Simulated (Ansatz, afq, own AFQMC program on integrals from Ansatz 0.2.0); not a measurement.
**Where AFQMC and coupled cluster stand for N$_{2}$, singlet**

```xyz
2

N     0.0000    0.0000    0.0000
N     0.0000    0.0000    1.1850
```

Basis 6-31G. Noble-gas cores (and the filled d shells of Ga–Kr and In–Xe) are frozen. Ansatz 0.2.0 and our own AFQMC program on the same integrals; the CISD trial comes from CCSD amplitudes, and released means the phaseless constraint is let go. ± is one standard error of the sampling.

Determinant: UHF, the one that the program's search chose, which needn't be the lowest solution. The geometry is a point of a scan.

Full CI on the same integrals is exact in this basis and with this determinant's frozen core.

Cautions: higher spins were not checked; an unrestricted solution with more broken spin lies lower (172 meV, ⟨S²⟩ 0.48), while this determinant keeps restricted orbitals; CCSD(T) is in doubt: in a space of 8 electrons in 8 natural orbitals full CI lies 92 meV below it; the released energies are still falling, so no released level is given (meV from the phaseless value at times in 1/Eh: -10 ± 4 at 0.24, -19 ± 4 at 0.51, -29 ± 3 at 0.99, -29.4 ± 2.0 at 1.62, -34 ± 3 at 2.40), though the last usable value meets full CI within the noise.

- T1 diagnostic: 0.0142
- weight of the determinant in the CISD state: 0.893
- ⟨S²⟩ of the determinant: 0.000
- size of the correlated space: 10 electrons in 16 orbitals

Reference: full CI, correlation energy -7.026 eV.

```
        level  E − E(reference) (kJ/mol)  share of correlation (%)
           HF                      677.9                      0.00
          MP2                      -21.6                    103.18
         CCSD                       32.2                     95.24
      CCSD(T)                        6.4                     99.05
        CCSDT                        7.2                     98.93
     CCSDT(Q)                       -0.5                    100.07
       CCSDTQ                        0.9                     99.86
ph-AFQMC/CISD                  2.9 ± 0.5                     99.58
```

CCSDT and higher add their correlation energy to the determinant of the CCSD(T) run, since their own runs factorise the integrals more tightly (a shift of under 2 meV). A walk keeps the symmetry of its determinant, which the program's search chose and which needn't be the lowest solution, so a lower state of the same spin and another symmetry isn't excluded.
